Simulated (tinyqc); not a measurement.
Inside a calculation (part 1 of 2). Method: ROHF in the sto-3g basis, for H2O+, spin multiplicity 2. Computed by tinyqc, a small Python program that keeps every step (integrals from PySCF). Settings: charge = 1, multiplicity = 2, basis = sto-3g, energy threshold = 1e-10, iteration cap = 76, orthogonalisation = symmetric, start = atomic densities, DIIS depth = 8, method = ROHF. Command: `OMP_NUM_THREADS=1 python tinyqc.py 28438 28439 out.jsonl` (the two numbers bound the seeds that draw the settings). One thread of a shared host (Intel(R) Xeon(R) Processor @ 2.60GHz), about 0.08 s of CPU time with the checks. Later iterations appear only in the table of the cycle.

## One-electron integrals

Geometry (angstrom):
```
atom        x         y        z
O     0.00000   0.00000  0.00000
H     0.00000   1.04900  0.72400
H     0.00000  -1.04900  0.72400
```

Basis sto-3g: exponents (1/bohr^2) and contraction coefficients of normalised primitives:
```
element  l (shell)   exponent  coefficient
O            s (1)  130.70932      0.15433
O            s (1)   23.80886      0.53533
O            s (1)    6.44361      0.44463
O            s (2)    5.03315     -0.09997
O            s (2)    1.16960      0.39951
O            s (2)    0.38039      0.70012
O            p (3)    5.03315      0.15592
O            p (3)    1.16960      0.60768
O            p (3)    0.38039      0.39196
H            s (1)    3.42525      0.15433
H            s (1)    0.62391      0.53533
H            s (1)    0.16886      0.44463
```

Overlap, kinetic and nuclear-attraction integrals over the contracted functions; the nuclear repulsion is the sum of Za Zb / Rab.

nuclear repulsion = 6.8950261 hartree

overlap S, order 1O 1s, 1O 2s, 1O 2px, 1O 2py, 1O 2pz, 2H 1s, 3H 1s:
```
[[1.00000, 0.23670, 0.00000, 0.00000, 0.00000, 0.02550, 0.02550],
 [0.23670, 1.00000, 0.00000, 0.00000, 0.00000, 0.29307, 0.29307],
 [0.00000, 0.00000, 1.00000, 0.00000, 0.00000, 0.00000, 0.00000],
 [0.00000, 0.00000, 0.00000, 1.00000, 0.00000, 0.22573, -0.22573],
 [0.00000, 0.00000, 0.00000, 0.00000, 1.00000, 0.15579, 0.15579],
 [0.02550, 0.29307, 0.00000, 0.22573, 0.15579, 1.00000, 0.10129],
 [0.02550, 0.29307, 0.00000, -0.22573, 0.15579, 0.10129, 1.00000]]
```

kinetic energy T (hartree), order 1O 1s, 1O 2s, 1O 2px, 1O 2py, 1O 2pz, 2H 1s, 3H 1s:
```
[[29.00320, -0.16801, 0.00000, 0.00000, 0.00000, -0.00807, -0.00807],
 [-0.16801, 0.80813, 0.00000, 0.00000, 0.00000, 0.02418, 0.02418],
 [0.00000, 0.00000, 2.52873, 0.00000, 0.00000, 0.00000, 0.00000],
 [0.00000, 0.00000, 0.00000, 2.52873, 0.00000, 0.08309, -0.08309],
 [0.00000, 0.00000, 0.00000, 0.00000, 2.52873, 0.05735, 0.05735],
 [-0.00807, 0.02418, 0.00000, 0.08309, 0.05735, 0.76003, -0.01100],
 [-0.00807, 0.02418, 0.00000, -0.08309, 0.05735, -0.01100, 0.76003]]
```

nuclear attraction V (hartree), order 1O 1s, 1O 2s, 1O 2px, 1O 2py, 1O 2pz, 2H 1s, 3H 1s:
```
[[-61.44880, -7.37963, 0.00000, 0.00000, -0.00995, -0.81223, -0.81223],
 [-7.37963, -9.88105, 0.00000, 0.00000, -0.12415, -2.12403, -2.12403],
 [0.00000, 0.00000, -9.76736, 0.00000, 0.00000, 0.00000, 0.00000],
 [0.00000, 0.00000, 0.00000, -9.85027, 0.00000, -1.42239, 1.42239],
 [-0.00995, -0.12415, 0.00000, 0.00000, -9.80685, -1.00637, -1.00637],
 [-0.81223, -2.12403, 0.00000, -1.42239, -1.00637, -4.76585, -0.54840],
 [-0.81223, -2.12403, 0.00000, 1.42239, -1.00637, -0.54840, -4.76585]]
```

core Hamiltonian H = T + V (hartree), order 1O 1s, 1O 2s, 1O 2px, 1O 2py, 1O 2pz, 2H 1s, 3H 1s:
```
[[-32.44560, -7.54764, 0.00000, 0.00000, -0.00995, -0.82030, -0.82030],
 [-7.54764, -9.07292, 0.00000, 0.00000, -0.12415, -2.09985, -2.09985],
 [0.00000, 0.00000, -7.23863, 0.00000, 0.00000, 0.00000, 0.00000],
 [0.00000, 0.00000, 0.00000, -7.32153, 0.00000, -1.33930, 1.33930],
 [-0.00995, -0.12415, 0.00000, 0.00000, -7.27812, -0.94903, -0.94903],
 [-0.82030, -2.09985, 0.00000, -1.33930, -0.94903, -4.00582, -0.55940],
 [-0.82030, -2.09985, 0.00000, 1.33930, -0.94903, -0.55940, -4.00582]]
```

## Two-electron integrals

Functions are numbered as in S; the eight-fold symmetry (ij|kl) = (ji|kl) = (kl|ij) leaves the list below.

Two-electron integrals (ij|kl) in chemists' order, unique and non-zero (hartree):
```
(11|11) 4.78507    (21|11) 0.74138    (21|21) 0.13687    (22|11) 1.11895
(22|21) 0.25663    (22|22) 0.81721    (31|31) 0.02448    (32|31) 0.03781
(32|32) 0.18052    (33|11) 1.11581    (33|21) 0.25668    (33|22) 0.81702
(33|33) 0.88016    (41|41) 0.02448    (42|41) 0.03781    (42|42) 0.18052
(43|43) 0.04744    (44|11) 1.11581    (44|21) 0.25668    (44|22) 0.81702
(44|33) 0.78527    (44|44) 0.88016    (51|51) 0.02448    (52|51) 0.03781
(52|52) 0.18052    (53|53) 0.04744    (54|54) 0.04744    (55|11) 1.11581
(55|21) 0.25668    (55|22) 0.81702    (55|33) 0.78527    (55|44) 0.78527
(55|55) 0.88016    (61|11) 0.08069    (61|21) 0.01479    (61|22) 0.02762
(61|33) 0.02757    (61|41) 0.00054    (61|42) 0.00102    (61|44) 0.02767
(61|51) 0.00037    (61|52) 0.00070    (61|54) 0.00007    (61|55) 0.02762
(61|61) 0.00162    (62|11) 0.22628    (62|21) 0.05268    (62|22) 0.18960
(62|33) 0.18620    (62|41) 0.00323    (62|42) 0.02631    (62|44) 0.19298
(62|51) 0.00223    (62|52) 0.01816    (62|54) 0.00468    (62|55) 0.18943
(62|61) 0.00581    (62|62) 0.05785    (63|31) 0.00513    (63|32) 0.03124
(63|43) 0.00524    (63|53) 0.00362    (63|63) 0.00764    (64|11) 0.14486
(64|21) 0.03412    (64|22) 0.13119    (64|33) 0.12548    (64|41) 0.00694
(64|42) 0.04812    (64|44) 0.14036    (64|51) 0.00124    (64|52) 0.01165
(64|54) 0.00665    (64|55) 0.12758    (64|61) 0.00390    (64|62) 0.04874
(64|64) 0.04827    (65|11) 0.09998    (65|21) 0.02355    (65|22) 0.09055
(65|33) 0.08661    (65|41) 0.00124    (65|42) 0.01165    (65|44) 0.08964
(65|51) 0.00599    (65|52) 0.03928    (65|54) 0.00734    (65|55) 0.09529
(65|61) 0.00269    (65|62) 0.03364    (65|64) 0.02804    (65|65) 0.02699
(66|11) 0.41072    (66|21) 0.09712    (66|22) 0.40302    (66|33) 0.38848
(66|41) 0.00669    (66|42) 0.07751    (66|44) 0.41772    (66|51) 0.00462
(66|52) 0.05350    (66|54) 0.02018    (66|55) 0.40241    (66|61) 0.01077
(66|62) 0.16580    (66|64) 0.15974    (66|65) 0.11025    (66|66) 0.77461
(71|11) 0.08069    (71|21) 0.01479    (71|22) 0.02762    (71|33) 0.02757
(71|41) -0.00054   (71|42) -0.00102   (71|44) 0.02767    (71|51) 0.00037
(71|52) 0.00070    (71|54) -0.00007   (71|55) 0.02762    (71|61) 0.00159
(71|62) 0.00562    (71|64) 0.00350    (71|65) 0.00261    (71|66) 0.01035
(71|71) 0.00162    (72|11) 0.22628    (72|21) 0.05268    (72|22) 0.18960
(72|33) 0.18620    (72|41) -0.00323   (72|42) -0.02631   (72|44) 0.19298
(72|51) 0.00223    (72|52) 0.01816    (72|54) -0.00468   (72|55) 0.18943
(72|61) 0.00562    (72|62) 0.04420    (72|64) 0.02628    (72|65) 0.02490
(72|66) 0.09951    (72|71) 0.00581    (72|72) 0.05785    (73|31) 0.00513
(73|32) 0.03124    (73|43) -0.00524   (73|53) 0.00362    (73|63) 0.00557
(73|73) 0.00764    (74|11) -0.14486   (74|21) -0.03412   (74|22) -0.13119
(74|33) -0.12548   (74|41) 0.00694    (74|42) 0.04812    (74|44) -0.14036
(74|51) -0.00124   (74|52) -0.01165   (74|54) 0.00665    (74|55) -0.12758
(74|61) -0.00350   (74|62) -0.02628   (74|64) -0.01054   (74|65) -0.01457
(74|66) -0.05613   (74|71) -0.00390   (74|72) -0.04874   (74|74) 0.04827
(75|11) 0.09998    (75|21) 0.02355    (75|22) 0.09055    (75|33) 0.08661
(75|41) -0.00124   (75|42) -0.01165   (75|44) 0.08964    (75|51) 0.00599
(75|52) 0.03928    (75|54) -0.00734   (75|55) 0.09529    (75|61) 0.00261
(75|62) 0.02490    (75|64) 0.01457    (75|65) 0.01939    (75|66) 0.06062
(75|71) 0.00269    (75|72) 0.03364    (75|74) -0.02804   (75|75) 0.02699
(76|11) 0.05496    (76|21) 0.01292    (76|22) 0.05065    (76|33) 0.04951
(76|44) 0.05057    (76|51) 0.00085    (76|52) 0.00837    (76|55) 0.05180
(76|61) 0.00141    (76|62) 0.01524    (76|64) 0.01129    (76|65) 0.01001
(76|66) 0.04625    (76|71) 0.00141    (76|72) 0.01524    (76|74) -0.01129
(76|75) 0.01001    (76|76) 0.00521    (77|11) 0.41072    (77|21) 0.09712
(77|22) 0.40302    (77|33) 0.38848    (77|41) -0.00669   (77|42) -0.07751
(77|44) 0.41772    (77|51) 0.00462    (77|52) 0.05350    (77|54) -0.02018
(77|55) 0.40241    (77|61) 0.01035    (77|62) 0.09951    (77|64) 0.05613
(77|65) 0.06062    (77|66) 0.25164    (77|71) 0.01077    (77|72) 0.16580
(77|74) -0.15974   (77|75) 0.11025    (77|76) 0.04625    (77|77) 0.77461
```

## Orthogonalisation

S = U s U^T; symmetric (Loewdin) form X = U s^(-1/2) U^T, so that X^T S X = 1.

eigenvalues of S: [0.53630, 0.62614, 0.89409, 1.00000, 1.09641, 1.27258, 1.57448]

X, order 1O 1s, 1O 2s, 1O 2px, 1O 2py, 1O 2pz, 2H 1s, 3H 1s:
```
[[1.02303, -0.13117, 0.00000, 0.00000, -0.00438, 0.01535, 0.01535],
 [-0.13117, 1.09556, 0.00000, 0.00000, 0.03818, -0.16019, -0.16019],
 [0.00000, 0.00000, 1.00000, 0.00000, 0.00000, 0.00000, 0.00000],
 [0.00000, 0.00000, 0.00000, 1.04555, 0.00000, -0.13175, 0.13175],
 [-0.00438, 0.03818, 0.00000, 0.00000, 1.01979, -0.08339, -0.08339],
 [0.01535, -0.16019, 0.00000, -0.13175, -0.08339, 1.07067, -0.03400],
 [0.01535, -0.16019, 0.00000, 0.13175, -0.08339, -0.03400, 1.07067]]
```

## Starting guess

The start is atomic minimal-basis densities projected into this basis (PySCF's MINAO start) and scaled to the electron count of each spin; this density is not idempotent, so its energy is not variational and may lie below the converged one.

D(alpha) at the start, order 1O 1s, 1O 2s, 1O 2px, 1O 2py, 1O 2pz, 2H 1s, 3H 1s:
```
[[1.07208, -0.24765, 0.00000, 0.00000, 0.00557, -0.00801, -0.00801],
 [-0.24765, 1.05032, 0.00000, 0.00000, -0.02766, 0.03105, 0.03105],
 [0.00000, 0.00000, 0.65397, 0.00000, 0.00000, 0.00000, 0.00000],
 [0.00000, 0.00000, 0.00000, 0.60209, 0.00000, 0.05881, -0.05881],
 [0.00557, -0.02766, 0.00000, 0.00000, 0.63128, 0.03408, 0.03408],
 [-0.00801, 0.03105, 0.00000, 0.05881, 0.03408, 0.49667, 0.02092],
 [-0.00801, 0.03105, 0.00000, -0.05881, 0.03408, 0.02092, 0.49667]]
```

D(beta) at the start, order 1O 1s, 1O 2s, 1O 2px, 1O 2py, 1O 2pz, 2H 1s, 3H 1s:
```
[[0.85767, -0.19812, 0.00000, 0.00000, 0.00445, -0.00641, -0.00641],
 [-0.19812, 0.84026, 0.00000, 0.00000, -0.02213, 0.02484, 0.02484],
 [0.00000, 0.00000, 0.52318, 0.00000, 0.00000, 0.00000, 0.00000],
 [0.00000, 0.00000, 0.00000, 0.48167, 0.00000, 0.04705, -0.04705],
 [0.00445, -0.02213, 0.00000, 0.00000, 0.50503, 0.02726, 0.02726],
 [-0.00641, 0.02484, 0.00000, 0.04705, 0.02726, 0.39733, 0.01674],
 [-0.00641, 0.02484, 0.00000, -0.04705, 0.02726, 0.01674, 0.39733]]
```

## Iteration 1: building the Fock matrix

J_ij = sum D_kl (ij|kl) with D = D(alpha) + D(beta), K_ij = sum D_kl (ik|jl) for each spin; F = H + J - K(s); E = tr D H + tr D J / 2 - 0.5 sum_s tr D(s) K(s) + E_nn.

Coulomb J (hartree), order 1O 1s, 1O 2s, 1O 2px, 1O 2py, 1O 2pz, 2H 1s, 3H 1s:
```
[[15.34943, 2.87162, 0.00000, 0.00000, 0.00752, 0.31089, 0.31089],
 [2.87162, 7.09405, 0.00000, 0.00000, 0.09766, 1.66244, 1.66244],
 [0.00000, 0.00000, 7.06123, 0.00000, 0.00000, 0.00000, 0.00000],
 [0.00000, 0.00000, 0.00000, 7.11327, 0.00000, 1.16049, -1.16049],
 [0.00752, 0.09766, 0.00000, 0.00000, 7.08616, 0.82131, 0.82131],
 [0.31089, 1.66244, 0.00000, 1.16049, 0.82131, 3.84663, 0.45508],
 [0.31089, 1.66244, 0.00000, -1.16049, 0.82131, 0.45508, 3.84663]]
```

exchange K(alpha) (hartree), order 1O 1s, 1O 2s, 1O 2px, 1O 2py, 1O 2pz, 2H 1s, 3H 1s:
```
[[4.95384, 0.83256, 0.00000, 0.00000, 0.00333, 0.10039, 0.10039],
 [0.83256, 1.30850, 0.00000, 0.00000, 0.03235, 0.38501, 0.38501],
 [0.00000, 0.00000, 0.84450, 0.00000, 0.00000, 0.00000, 0.00000],
 [0.00000, 0.00000, 0.00000, 0.87521, 0.00000, 0.22132, -0.22132],
 [0.00333, 0.03235, 0.00000, 0.00000, 0.85937, 0.16303, 0.16303],
 [0.10039, 0.38501, 0.00000, 0.22132, 0.16303, 0.53483, 0.11133],
 [0.10039, 0.38501, 0.00000, -0.22132, 0.16303, 0.11133, 0.53483]]
```

exchange K(beta) (hartree), order 1O 1s, 1O 2s, 1O 2px, 1O 2py, 1O 2pz, 2H 1s, 3H 1s:
```
[[3.96307, 0.66605, 0.00000, 0.00000, 0.00267, 0.08031, 0.08031],
 [0.66605, 1.04680, 0.00000, 0.00000, 0.02588, 0.30801, 0.30801],
 [0.00000, 0.00000, 0.67560, 0.00000, 0.00000, 0.00000, 0.00000],
 [0.00000, 0.00000, 0.00000, 0.70017, 0.00000, 0.17705, -0.17705],
 [0.00267, 0.02588, 0.00000, 0.00000, 0.68749, 0.13042, 0.13042],
 [0.08031, 0.30801, 0.00000, 0.17705, 0.13042, 0.42786, 0.08907],
 [0.08031, 0.30801, 0.00000, -0.17705, 0.13042, 0.08907, 0.42786]]
```

F(alpha) (hartree), order 1O 1s, 1O 2s, 1O 2px, 1O 2py, 1O 2pz, 2H 1s, 3H 1s:
```
[[-22.05001, -5.50858, 0.00000, 0.00000, -0.00575, -0.60980, -0.60980],
 [-5.50858, -3.28737, 0.00000, 0.00000, -0.05884, -0.82242, -0.82242],
 [0.00000, 0.00000, -1.02190, 0.00000, 0.00000, 0.00000, 0.00000],
 [0.00000, 0.00000, 0.00000, -1.08347, 0.00000, -0.40012, 0.40012],
 [-0.00575, -0.05884, 0.00000, 0.00000, -1.05133, -0.29074, -0.29074],
 [-0.60980, -0.82242, 0.00000, -0.40012, -0.29074, -0.69402, -0.21565],
 [-0.60980, -0.82242, 0.00000, 0.40012, -0.29074, -0.21565, -0.69402]]
```

F(beta) (hartree), order 1O 1s, 1O 2s, 1O 2px, 1O 2py, 1O 2pz, 2H 1s, 3H 1s:
```
[[-21.05924, -5.34206, 0.00000, 0.00000, -0.00509, -0.58972, -0.58972],
 [-5.34206, -3.02567, 0.00000, 0.00000, -0.05237, -0.74542, -0.74542],
 [0.00000, 0.00000, -0.85300, 0.00000, 0.00000, 0.00000, 0.00000],
 [0.00000, 0.00000, 0.00000, -0.90843, 0.00000, -0.35586, 0.35586],
 [-0.00509, -0.05237, 0.00000, 0.00000, -0.87945, -0.25813, -0.25813],
 [-0.58972, -0.74542, 0.00000, -0.35586, -0.25813, -0.58706, -0.19338],
 [-0.58972, -0.74542, 0.00000, 0.35586, -0.25813, -0.19338, -0.58706]]
```

total energy of this density = -70.0430951 hartree

This density is the starting one; it is not idempotent, so its energy is not variational and may lie below the converged one.

## Iteration 1: Roothaan effective Fock matrix

With projectors Pc = D(beta) S, Po = (D(alpha) - D(beta)) S, Pv = 1 - D(alpha) S, the block xy is Px^T F Py; with Fc = (F(alpha) + F(beta))/2, the blocks are Fc for cc, oo, vv and cv, F(beta) for co and F(alpha) for ov.

effective F (hartree), order 1O 1s, 1O 2s, 1O 2px, 1O 2py, 1O 2pz, 2H 1s, 3H 1s:
```
[[-21.38881, -5.39446, 0.00000, 0.00000, -0.00388, -0.59739, -0.59739],
 [-5.39446, -3.09550, 0.00000, 0.00000, -0.04847, -0.75246, -0.75246],
 [0.00000, 0.00000, -0.93353, 0.00000, 0.00000, 0.00000, 0.00000],
 [0.00000, 0.00000, 0.00000, -0.98766, 0.00000, -0.37217, 0.37217],
 [-0.00388, -0.04847, 0.00000, 0.00000, -0.95899, -0.26740, -0.26740],
 [-0.59739, -0.75246, 0.00000, -0.37217, -0.26740, -0.62028, -0.18947],
 [-0.59739, -0.75246, 0.00000, 0.37217, -0.26740, -0.18947, -0.62028]]
```

## Iteration 1: diagonalisation and new density

Diagonalise F' = X^T F X, C = X C', fill 5 alpha and 4 beta electrons from the bottom; D(s) = C_occ C_occ^T. Each column has its largest component positive (the first on a tie).

F' = X^T F X (hartree):
```
[[-21.02248, -2.67873, 0.00000, 0.00000, -0.01756, -0.04550, -0.04550],
 [-2.67873, -2.09537, 0.00000, 0.00000, 0.02032, -0.30233, -0.30233],
 [0.00000, 0.00000, -0.93353, 0.00000, 0.00000, 0.00000, 0.00000],
 [0.00000, 0.00000, 0.00000, -0.88957, 0.00000, -0.24402, 0.24402],
 [-0.01756, 0.02032, 0.00000, 0.00000, -0.91578, -0.15907, -0.15907],
 [-0.04550, -0.30233, 0.00000, -0.24402, -0.15907, -0.39555, -0.05221],
 [-0.04550, -0.30233, 0.00000, 0.24402, -0.15907, -0.05221, -0.39555]]
```

orbital energies (hartree): [-21.39502, -1.84840, -1.05655, -0.98794, -0.93353, -0.25003, -0.17636]

coefficients C, order 1O 1s, 1O 2s, 1O 2px, 1O 2py, 1O 2pz, 2H 1s, 3H 1s:
```
[[0.99535, -0.25436, 0.00000, 0.03621, 0.00000, 0.08688, 0.00000],
 [0.01953, 0.99038, 0.00000, -0.17835, 0.00000, -0.50713, 0.00000],
 [0.00000, 0.00000, 0.00000, 0.00000, 1.00000, 0.00000, 0.00000],
 [0.00000, 0.00000, 0.86001, 0.00000, 0.00000, 0.00000, -0.62312],
 [0.00102, 0.05031, 0.00000, 0.92664, 0.00000, -0.44065, 0.00000],
 [-0.00260, 0.05525, 0.22162, 0.15566, 0.00000, 0.73682, 0.76052],
 [-0.00260, 0.05525, -0.22162, 0.15566, 0.00000, 0.73682, -0.76052]]
```

D(alpha) after iteration 1, order 1O 1s, 1O 2s, 1O 2px, 1O 2py, 1O 2pz, 2H 1s, 3H 1s:
```
[[1.05673, -0.23893, 0.00000, 0.00000, 0.02177, -0.01101, -0.01101],
 [-0.23893, 1.01305, 0.00000, 0.00000, -0.11542, 0.02691, 0.02691],
 [0.00000, 0.00000, 1.00000, 0.00000, 0.00000, 0.00000, 0.00000],
 [0.00000, 0.00000, 0.00000, 0.73962, 0.00000, 0.19060, -0.19060],
 [0.02177, -0.11542, 0.00000, 0.00000, 0.86119, 0.14701, 0.14701],
 [-0.01101, 0.02691, 0.00000, 0.19060, 0.14701, 0.07641, -0.02183],
 [-0.01101, 0.02691, 0.00000, -0.19060, 0.14701, -0.02183, 0.07641]]
```

D(beta) after iteration 1, order 1O 1s, 1O 2s, 1O 2px, 1O 2py, 1O 2pz, 2H 1s, 3H 1s:
```
[[1.05673, -0.23893, 0.00000, 0.00000, 0.02177, -0.01101, -0.01101],
 [-0.23893, 1.01305, 0.00000, 0.00000, -0.11542, 0.02691, 0.02691],
 [0.00000, 0.00000, 0.00000, 0.00000, 0.00000, 0.00000, 0.00000],
 [0.00000, 0.00000, 0.00000, 0.73962, 0.00000, 0.19060, -0.19060],
 [0.02177, -0.11542, 0.00000, 0.00000, 0.86119, 0.14701, 0.14701],
 [-0.01101, 0.02691, 0.00000, 0.19060, 0.14701, 0.07641, -0.02183],
 [-0.01101, 0.02691, 0.00000, -0.19060, 0.14701, -0.02183, 0.07641]]
```

## Iteration 2: building the Fock matrix

As before.

Coulomb J (hartree), order 1O 1s, 1O 2s, 1O 2px, 1O 2py, 1O 2pz, 2H 1s, 3H 1s:
```
[[16.86064, 3.15285, 0.00000, 0.00000, -0.00460, 0.34110, 0.34110],
 [3.15285, 7.67181, 0.00000, 0.00000, 0.00338, 1.74309, 1.74309],
 [0.00000, 0.00000, 7.60783, 0.00000, 0.00000, 0.00000, 0.00000],
 [0.00000, 0.00000, 0.00000, 7.68986, 0.00000, 1.19656, -1.19656],
 [-0.00460, 0.00338, 0.00000, 0.00000, 7.69453, 0.82902, 0.82902],
 [0.34110, 1.74309, 0.00000, 1.19656, 0.82902, 3.71243, 0.46199],
 [0.34110, 1.74309, 0.00000, -1.19656, 0.82902, 0.46199, 3.71243]]
```

exchange K(alpha) (hartree), order 1O 1s, 1O 2s, 1O 2px, 1O 2py, 1O 2pz, 2H 1s, 3H 1s:
```
[[4.90343, 0.84384, 0.00000, 0.00000, 0.00061, 0.09738, 0.09738],
 [0.84384, 1.37510, 0.00000, 0.00000, -0.02592, 0.33885, 0.33885],
 [0.00000, 0.00000, 1.15697, 0.00000, 0.00000, 0.00000, 0.00000],
 [0.00000, 0.00000, 0.00000, 1.05359, 0.00000, 0.24079, -0.24079],
 [0.00061, -0.02592, 0.00000, 0.00000, 1.10006, 0.17379, 0.17379],
 [0.09738, 0.33885, 0.00000, 0.24079, 0.17379, 0.27546, 0.06367],
 [0.09738, 0.33885, 0.00000, -0.24079, 0.17379, 0.06367, 0.27546]]
```

exchange K(beta) (hartree), order 1O 1s, 1O 2s, 1O 2px, 1O 2py, 1O 2pz, 2H 1s, 3H 1s:
```
[[4.87895, 0.80603, 0.00000, 0.00000, 0.00061, 0.09225, 0.09225],
 [0.80603, 1.19458, 0.00000, 0.00000, -0.02592, 0.30761, 0.30761],
 [0.00000, 0.00000, 0.27681, 0.00000, 0.00000, 0.00000, 0.00000],
 [0.00000, 0.00000, 0.00000, 1.00615, 0.00000, 0.23555, -0.23555],
 [0.00061, -0.02592, 0.00000, 0.00000, 1.05262, 0.17017, 0.17017],
 [0.09225, 0.30761, 0.00000, 0.23555, 0.17017, 0.26782, 0.05810],
 [0.09225, 0.30761, 0.00000, -0.23555, 0.17017, 0.05810, 0.26782]]
```

F(alpha) (hartree), order 1O 1s, 1O 2s, 1O 2px, 1O 2py, 1O 2pz, 2H 1s, 3H 1s:
```
[[-20.48840, -5.23863, 0.00000, 0.00000, -0.01515, -0.57659, -0.57659],
 [-5.23863, -2.77621, 0.00000, 0.00000, -0.09485, -0.69561, -0.69561],
 [0.00000, 0.00000, -0.78776, 0.00000, 0.00000, 0.00000, 0.00000],
 [0.00000, 0.00000, 0.00000, -0.68527, 0.00000, -0.38353, 0.38353],
 [-0.01515, -0.09485, 0.00000, 0.00000, -0.68365, -0.29380, -0.29380],
 [-0.57659, -0.69561, 0.00000, -0.38353, -0.29380, -0.56885, -0.16107],
 [-0.57659, -0.69561, 0.00000, 0.38353, -0.29380, -0.16107, -0.56885]]
```

F(beta) (hartree), order 1O 1s, 1O 2s, 1O 2px, 1O 2py, 1O 2pz, 2H 1s, 3H 1s:
```
[[-20.46392, -5.20083, 0.00000, 0.00000, -0.01515, -0.57146, -0.57146],
 [-5.20083, -2.59570, 0.00000, 0.00000, -0.09485, -0.66437, -0.66437],
 [0.00000, 0.00000, 0.09239, 0.00000, 0.00000, 0.00000, 0.00000],
 [0.00000, 0.00000, 0.00000, -0.63783, 0.00000, -0.37829, 0.37829],
 [-0.01515, -0.09485, 0.00000, 0.00000, -0.63621, -0.29018, -0.29018],
 [-0.57146, -0.66437, 0.00000, -0.37829, -0.29018, -0.56121, -0.15550],
 [-0.57146, -0.66437, 0.00000, 0.37829, -0.29018, -0.15550, -0.56121]]
```

total energy of this density = -74.4910701 hartree

## Iteration 2: Roothaan effective Fock matrix

As before.

effective F (hartree), order 1O 1s, 1O 2s, 1O 2px, 1O 2py, 1O 2pz, 2H 1s, 3H 1s:
```
[[-20.47616, -5.21973, 0.00000, 0.00000, -0.01515, -0.57402, -0.57402],
 [-5.21973, -2.68595, 0.00000, 0.00000, -0.09485, -0.67999, -0.67999],
 [0.00000, 0.00000, -0.34769, 0.00000, 0.00000, 0.00000, 0.00000],
 [0.00000, 0.00000, 0.00000, -0.66155, 0.00000, -0.38091, 0.38091],
 [-0.01515, -0.09485, 0.00000, 0.00000, -0.65993, -0.29199, -0.29199],
 [-0.57402, -0.67999, 0.00000, -0.38091, -0.29199, -0.56503, -0.15828],
 [-0.57402, -0.67999, 0.00000, 0.38091, -0.29199, -0.15828, -0.56503]]
```
